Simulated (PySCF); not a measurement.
# C: ionisation energy

C [He] 2s2 2p2 (3P) → C+ [He] 2s2 2p1 (2P), as a difference of total energies. Computed with PySCF 2.14 in aug-cc-pCVTZ-DK, with scalar relativity by spin-free X2C-1e. Correlated levels: valence: 1s2 frozen. The calculations carry no spin-orbit coupling.

```csv
method,ionisation energy (eV),error (eV)
UHF,10.793,-0.469
MP2 (valence),11.249,-0.013
SCS-MP2 (valence),11.117,-0.145
CCSD (valence),11.151,-0.111
CCSD(T) (valence),11.179,-0.083
```

Reference: 11.262 eV (measured; NIST levels, between the centres of gravity of the two terms).

Errors of the correlated levels include the incompleteness of this basis and the frozen core.
